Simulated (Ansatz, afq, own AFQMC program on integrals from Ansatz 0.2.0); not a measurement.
Integrals from Ansatz 0.2.0, then the random walk in our own AFQMC program (afq).

```yaml
crystal:
  periodic: [false, false, false]
  atoms:
    - {symbol: N, position_ang: [0.000000, 0.058213, 0.554197]}
    - {symbol: C, position_ang: [0.000000, -0.158358, -0.729711]}
    - {symbol: H, position_ang: [0.000000, 0.966683, 1.015161]}
    - {symbol: H, position_ang: [0.000000, -0.726972, 1.192196]}
    - {symbol: H, position_ang: [0.000000, 0.838355, -1.213380]}
basis:
  gaussian: {orbitals: cc-pVTZ}
total_charge: 1
magnetization: {spin_polarized: true, initial_magnetization: 1}
correlation: {method: ccsd_t, electrons: outside_noble_gas, hamiltonian_folder: ham}
```

```sh
$ ansatz run in.yaml --threads 1 --pin off --events-out ev --progress --plain --max-ram 16896MiB --backend cuda --devices 0, --max-vram 18GiB
```

afq runs on the folder ham with

```
--method phaseless --trial cisd --walkers 400 --populations 10 --least-time 60 --time-step 0.005 --steps-per-block 50 --equilibration-blocks 28 --max-blocks 4000 --target-error 0.0002 --factor-cut 1e-05 --start spin_pure --seed 5109 --release-times 0.24,0.51,0.99,1.62,2.4 --release-step 0.03 --release-every 3 --taylor-order 6
```

Times are imaginary, in 1/Eh. The walk had a cap of 225 s. With eight or more populations the least sampling time is a fifth of least-time, and the error comes from their spread.

Output of the walk:

```
orbitals 100  electrons 6 5  factors 582 of 582
reference energy -93.74248226 Eh
CCSD correlation -0.34271118 Eh in 13 cycles, weight of the determinant in the CISD state 0.8710
energy of the start -94.076542 Eh
 block  time / (1/Eh)  mean weight  energy / Eh
     1     0.250  0.9997  -94.081651
     2     0.500  0.9995  -94.088386
     3     0.750  0.9997  -94.092264
     4     1.000  0.9985  -94.093598
     5     1.250  1.0007  -94.097858
     7     1.750  1.0008  -94.097885
     9     2.250  0.9997  -94.098957
    11     2.750  1.0007  -94.102009
    21     5.250  1.0004  -94.101950
    31     7.750  1.0002  -94.099783
    41    10.250  0.9997  -94.100407
    51    12.750  0.9998  -94.098480
    61    15.250  1.0001  -94.106248
    66    16.500  0.9987  -94.093882
    71    17.750  1.0002  -94.104124
    81    20.250  1.0000  -94.104983
    91    22.750  0.9989  -94.096625
   101    25.250  0.9995  -94.100786
   111    27.750  1.0003  -94.097045
   121    30.250  1.0022  -94.097932
   131    32.750  0.9997  -94.094194
   141    35.250  1.0000  -94.098073
   151    37.750  1.0011  -94.100045
   161    40.250  0.9991  -94.108958
   171    42.750  1.0003  -94.104181
   181    45.250  0.9990  -94.100553
   191    47.750  0.9993  -94.097798
   201    50.250  0.9984  -94.099070
   211    52.750  1.0007  -94.097256
   221    55.250  1.0002  -94.101620
   226    56.500  1.0006  -94.102052
error from the spread of 10 populations
released: time / (1/Eh)  energy / Eh  error  mean overlap
  0.24  -94.101109  0.000362  0.9967
  0.51  -94.100576  0.000418  0.9961
  0.99  -94.100790  0.000225  0.9886
  1.62  -94.101035  0.000504  0.9826
  2.40  -94.101765  0.000267  0.9590
energy -94.100390 +/- 0.000289 Eh
(rows thinned)
```

The run passed its tests (sampling time, drift between the halves within three errors, error under three times the target), which doesn't prove that it has relaxed, ending at its cap on processor time.

Against this walk (error 7.9 meV) on the same determinant: CCSD(T) 27.3 meV higher. The error is statistical and leaves out the bias of the constraint. The determinant has ⟨S²⟩ = 0.87, so the low cluster orders mix in higher spin (the high orders can go on to a lower state of that spin), while the walk starts as a pure doublet. None of these is a sure reference here. The released energies are still falling (meV from the phaseless value at times in 1/Eh: -20 ± 10 at 0.24, -5 ± 11 at 0.51, -11 ± 6 at 0.99, -18 ± 14 at 1.62, -37 ± 7 at 2.40), so they give no level; they do show a bias of the constraint, and the last of them that isn't too noisy lies 65 meV below CCSD(T).

Cautions: constraint bias not in the error; error above the target (7.9 against 5.4 meV); unrestricted determinant spin contaminated (⟨S²⟩ 0.87 against 0.75).

The walk took 3.8 min on 1 × NVIDIA H100 80GB HBM3 with 2 threads of AMD EPYC 7R13 Processor (Zen 3), on a shared host (the card was shared). The log's last line is the phaseless energy.

A walk keeps the symmetry of its determinant, which the program's search chose and which needn't be the lowest solution, so a lower state of the same spin and another symmetry isn't excluded.
